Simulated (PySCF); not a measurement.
**r2SCAN/STO-6G run of SiH4S (sulfanylsilane)**

What is the energy change on altering one bond length of SiH4S (sulfanylsilane) at r2SCAN/STO-6G? 

The calculation is run with PySCF 2.14.0.

6 further runs of the same task are left out: 6 set aside as unsound or not needed.

## 1. The structure to begin with

SiH4S has 6 atoms, charge 0, and is taken as a singlet. As SMILES, `[SiH3]S`. Geometry: relaxed at PBE0-D4/def2-TZVP.

Bond lengths: Si1–S2 2.137 Å, Si1–H3 1.485 Å, Si1–H4 1.482 Å, Si1–H5 1.485 Å, S2–H6 1.344 Å. Angles: Si1–S2–H6 94.7°, S2–Si1–H3 111.6°, S2–Si1–H4 104.8°, S2–Si1–H5 111.6°, H3–Si1–H4 110.0°, H3–Si1–H5 108.8°, H4–Si1–H5 110.0°.

## 2. The energy at r2SCAN/STO-6G

The input, start.xyz:

```xyz
6

Si    -0.169800    -0.263400    -0.436000
S      0.907300    -0.012600     1.392800
H     -1.629800    -0.074300    -0.241600
H      0.108600    -1.658300    -0.852500
H      0.299800     0.681200    -1.481100
H      0.526100     1.263300     1.572300
```

The input, calc.py:

```python
from pyscf import gto, dft

molecule = gto.M(
    atom='start.xyz',
    verbose=3,
    charge=0,
    basis='sto-6g',
    spin=0,
    max_memory=1860,
)

mf = dft.RKS(molecule)
mf.xc = 'r2scan'
mf.grids.level = 5
mf.conv_tol = 1e-10
mf.kernel()
if not mf.converged:
    mf = mf.newton().run(mf.mo_coeff, mf.mo_occ)

e_tot = mf.e_tot
print('E = %.10f Eh' % e_tot)
```

The run is started by

```sh
$ OMP_NUM_THREADS=1 python calc.py
```

The program printed:

```text
converged SCF energy = -687.611956920234
E = -687.6119569202 Eh
```

Run time: 4.5 s. Hardware: 1 thread of Arm Neoverse V2, shared host; peak memory 0.21 GiB.

## 3. The distorted shape

The input, start.xyz:

```xyz
6

Si     0.998245    -0.414686    -0.591526
S      2.075345    -0.163886     1.237274
H     -1.629800    -0.074300    -0.241600
H      1.276645    -1.809586    -1.008026
H      1.467845     0.529914    -1.636626
H      1.694145     1.112014     1.416774
```

The input, run.py:

```python
from pyscf import gto, dft

mol = gto.Mole()
mol.atom = 'start.xyz'
mol.max_memory = 1860
mol.verbose = 4
mol.basis = 'sto-6g'
mol.build()

mf = dft.RKS(mol, xc='r2scan')
mf.grids.level = 5
mf.conv_tol = 1e-10
mf.kernel()
if not mf.converged:
    mf = mf.newton().run(mf.mo_coeff, mf.mo_occ)

energy = mf.e_tot
print(f'total energy: {energy:.8f} hartree')
```

The run is started by

```sh
$ OMP_NUM_THREADS=1 python run.py
```

The program printed:

```text
PySCF version 2.14.0

[INPUT] num. atoms = 6
[INPUT] num. electrons = 34
[INPUT] charge = 0
[INPUT] spin (= nelec alpha-beta = 2S) = 0
[INPUT] symmetry False subgroup None
[INPUT] Mole.unit = angstrom
[INPUT] Symbol           X                Y                Z      unit          X                Y                Z       unit  Magmom
[INPUT]  1 Si     0.998245000000  -0.414686000000  -0.591526000000 AA    1.886409655216  -0.783642967691  -1.117822135559 Bohr   0.0
[INPUT]  2 S      2.075345000000  -0.163886000000   1.237274000000 AA    3.921833663985  -0.309699655650   2.338109001045 Bohr   0.0
[INPUT]  3 H     -1.629800000000  -0.074300000000  -0.241600000000 AA   -3.079875637816  -0.140406651055  -0.456557831695 Bohr   0.0
[INPUT]  4 H      1.276645000000  -1.809586000000  -1.008026000000 AA    2.412509408295  -3.419621938847  -1.904893066441 Bohr   0.0
[INPUT]  5 H      1.467845000000   0.529914000000  -1.636626000000 AA    2.773825043312   1.001392329573  -3.092774908342 Bohr   0.0
[INPUT]  6 H      1.694145000000   1.112014000000   1.416774000000 AA    3.201470065301   2.101401906682   2.677314840405 Bohr   0.0

nuclear repulsion = 86.1731181462058
number of shells = 14
number of NR pGTOs = 132
number of NR cGTOs = 22
basis = sto-6g
ecp = {}

******** <class 'pyscf.dft.rks.RKS'> ********
method = RKS
initial guess = minao
damping factor = 0
level_shift factor = 0
DIIS = <class 'pyscf.scf.diis.CDIIS'>
diis_start_cycle = 1
diis_space = 8
diis_damp = 0
SCF conv_tol = 1e-10
SCF conv_tol_grad = None
SCF max_cycles = 50
direct_scf = True
direct_scf_tol = 1e-13
XC library pyscf.dft.libxc version 7.0.0
    S. Lehtola, C. Steigemann, M. J.T. Oliveira, and M. A.L. Marques.,  SoftwareX 7, 1–5 (2018)
XC functionals = r2scan
    J. W. Furness, A. D. Kaplan, J. Ning, J. P. Perdew, and J. Sun.,  J. Phys. Chem. Lett. 11, 8208-8215 (2020)
    J. W. Furness, A. D. Kaplan, J. Ning, J. P. Perdew, and J. Sun.,  J. Phys. Chem. Lett. 11, 9248-9248 (2020)
    J. W. Furness, A. D. Kaplan, J. Ning, J. P. Perdew, and J. Sun.,  J. Phys. Chem. Lett. 11, 8208-8215 (2020)
    J. W. Furness, A. D. Kaplan, J. Ning, J. P. Perdew, and J. Sun.,  J. Phys. Chem. Lett. 11, 9248-9248 (2020)
radial grids:
    Treutler-Ahlrichs [JCP 102, 346 (1995); DOI:10.1063/1.469408] (M4) radial grids

becke partition: Becke, JCP 88, 2547 (1988); DOI:10.1063/1.454033
pruning grids: <function nwchem_prune>
grids dens level: 5
symmetrized grids: False
atomic radii adjust function: <function treutler_atomic_radii_adjust>
small_rho_cutoff = 0
Set gradient conv threshold to 1e-05
Initial guess from minao.
tot grids = 180760
init E= -687.091856144466
  HOMO = -0.217613284458259  LUMO = -0.0997669675785141  gap/eV = 3.20676
cycle= 1 E= -687.343390043327  delta_E= -0.252  |g|= 0.391  |ddm|= 2.68
  HOMO = -0.0808860635979196  LUMO = 0.0878177644697042  gap/eV = 4.59066
cycle= 2 E= -686.978528416358  delta_E= 0.365  |g|= 0.573  |ddm|= 2.74
  HOMO = -0.0868306860825525  LUMO = 0.0114215328629292  gap/eV = 2.67358
cycle= 3 E= -687.346710260558  delta_E= -0.368  |g|= 0.302  |ddm|= 2.75
  HOMO = -0.0904629545535611  LUMO = 0.0115620007170838  gap/eV = 2.77624
cycle= 4 E= -687.406077953569  delta_E= -0.0594  |g|= 0.197  |ddm|= 0.47
  HOMO = -0.100780233431284  LUMO = -0.008110348589358  gap/eV = 2.52168
cycle= 5 E= -687.369361813139  delta_E= 0.0367  |g|= 0.26  |ddm|= 0.397
  HOMO = -0.105048003278739  LUMO = -0.0121721087332224  gap/eV = 2.52728
cycle= 6 E= -687.381875907132  delta_E= -0.0125  |g|= 0.24  |ddm|= 0.0965
  HOMO = -0.104375058295429  LUMO = -0.0114547848009732  gap/eV = 2.52849
cycle= 7 E= -687.387480649169  delta_E= -0.0056  |g|= 0.23  |ddm|= 0.0445
  HOMO = -0.103315139574151  LUMO = -0.0102138418895054  gap/eV = 2.53342
cycle= 8 E= -687.409781165116  delta_E= -0.0223  |g|= 0.173  |ddm|= 0.198
  HOMO = -0.0991329150894923  LUMO = -0.00665715838537384  gap/eV = 2.51639
cycle= 9 E= -687.433770715972  delta_E= -0.024  |g|= 0.00305  |ddm|= 0.466
  HOMO = -0.0991425188722663  LUMO = -0.0064328480013835  gap/eV = 2.52276
cycle= 10 E= -687.433752002386  delta_E= 1.87e-05  |g|= 0.0058  |ddm|= 0.0118
  HOMO = -0.0987809218849943  LUMO = -0.00612316292102144  gap/eV = 2.52135
cycle= 11 E= -687.433775865311  delta_E= -2.39e-05  |g|= 0.000662  |ddm|= 0.0161
  HOMO = -0.0987937249447234  LUMO = -0.00613232331181041  gap/eV = 2.52145
cycle= 12 E= -687.433776185027  delta_E= -3.2e-07  |g|= 6.61e-05  |ddm|= 0.00155
  HOMO = -0.0987955483477286  LUMO = -0.0061344697701386  gap/eV = 2.52144
cycle= 13 E= -687.433776188106  delta_E= -3.08e-09  |g|= 2.6e-06  |ddm|= 0.00017
  HOMO = -0.0987956224347266  LUMO = -0.00613441402248288  gap/eV = 2.52144
cycle= 14 E= -687.433776188111  delta_E= -5.34e-12  |g|= 3.59e-07  |ddm|= 6.4e-06
  HOMO = -0.0987955526581267  LUMO = -0.00613433604932656  gap/eV = 2.52144
Extra cycle  E= -687.43377618811  delta_E= 1.82e-12  |g|= 1.9e-06  |ddm|= 5.74e-06
converged SCF energy = -687.43377618811
total energy: -687.43377619 hartree
```

Wall time 6.6 s (1 thread of Arm Neoverse V2, shared host); peak memory 0.21 GiB.

## 4. Results

Level: r2SCAN/STO-6G.

```
                                                          quantity          value
                                         first shape: total energy  -687.61196 Eh
                                        first shape: dipole moment         1.03 D
                                          first shape: HOMO energy       -2.48 eV
                                          first shape: LUMO energy        5.12 eV
                                        first shape: HOMO–LUMO gap        7.60 eV
                                     distorted shape: total energy  -687.43378 Eh
                                    distorted shape: dipole moment         1.42 D
                                      distorted shape: HOMO energy       -2.69 eV
                                      distorted shape: LUMO energy       -0.17 eV
                                    distorted shape: HOMO–LUMO gap        2.52 eV
energy change with the Si1–H3 bond stretched from 1.485 to 2.673 Å       4.849 eV
```

What this shows: One bond (distorted shape) is far stretched, which a spin-restricted single reference describes badly; a broken-symmetry solution may lie lower. With the Si1–H3 bond stretched from 1.485 to 2.673 Å the energy rises by 4.85 eV (112 kcal/mol). The first shape isn't relaxed at this level, so the change isn't measured from a minimum. A restricted reference can't describe the breaking bond well at this length. The minimal basis adds a large error of its own. Mulliken charges (first shape) run from -0.13 on H3 to +0.48 on Si1. Mulliken charges (distorted shape) run from -0.16 on H3 to +0.42 on Si1.
